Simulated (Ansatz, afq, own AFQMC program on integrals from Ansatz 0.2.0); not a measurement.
## AFQMC, coupled cluster and functionals along a coordinate of BNH3, doublet

```yaml
atoms:
  - { symbol: B, position_ang: [0.0000, -0.1798, 0.7865] }
  - { symbol: N, position_ang: [0.0000, 0.0674, -0.5650] }
  - { symbol: H, position_ang: [0.0000, 0.6578, 1.6392] }
  - { symbol: H, position_ang: [0.0000, 0.9957, -0.9652] }
  - { symbol: H, position_ang: [0.0000, -0.6620, -1.2589] }
```

All coordinates are scaled about the centre. Energies in eV count from this geometry (1.000) at the same level; the start stands on UHF, each point on the determinant named.

Basis cc-pVDZ. Noble-gas cores (and the filled d shells of Ga–Kr and In–Xe) are frozen. Ansatz 0.2.0 and our own AFQMC program on the same integrals; the CISD trial comes from CCSD amplitudes, and released means the phaseless constraint is let go. ± is one standard error of the sampling.

Cautions, each for one point or more: (T) is large; an unrestricted solution with more broken spin lies lower; higher spins were not checked; strong correlation; unrestricted determinant spin contaminated.

| scale of all distances | det. | T1 | weight | ⟨S²⟩ | CCSD(T) | ph-AFQMC/CISD | released AFQMC | PBE0 | wB97M-V |
| --- | --- | --- | --- | --- | --- | --- | --- | --- | --- |
| 0.890 | UHF | 0.012 | 0.92 | 0.76 | 2.064 | 2.051 ± 0.018 | 2.076 ± 0.021* | 1.891 | 1.879 |
| 1.118 | UHF | 0.021 | 0.88 | 0.76 | 0.945 | 0.917 ± 0.031 | 0.958 ± 0.026* | 1.069 | 1.072 |
| 1.310 | UHF | 0.037 | 0.84 | 0.77 | 5.029 | 5.016 ± 0.026 | – | 5.304 | 5.308 |
| 1.475 | UHF¶ | 0.074 | 0.74 | 0.99 | 8.814 | 8.777 ± 0.049 | 8.818 ± 0.071* | 9.254 | 9.277 |

Weight is that of the determinant in the CISD state; at the start T1 is 0.015 and the weight 0.90, and ⟨S²⟩ is 0.76. ¶ marks points with a poor determinant and no full CI, where no value is sure; they don't count among the departures. An asterisk marks released energies that aren't shown to be converged. A dash marks a missing value, a released energy that hasn't settled or a functional that sits on another state. Largest departures from phaseless AFQMC with a CISD trial: CCSD(T) 0.028 eV at 1.118 (on UHF) (within the noise), PBE0 0.289 eV at 1.310, wB97M-V 0.292 eV at 1.310. The walk's constraint bias lies outside its error bars, so these are departures and not errors. Functionals count only at points shown to share the start's state and spin. In this small basis the wave-function levels are far from their limit, so their gap to the functionals isn't the functionals' error.

Some points may be missing: those where a free walk finds a much lower state, and past Zn most of those on another determinant than at the start.

A walk keeps the symmetry of its determinant, which the program's search chose and which needn't be the lowest solution, so a lower state of the same spin and another symmetry isn't excluded.
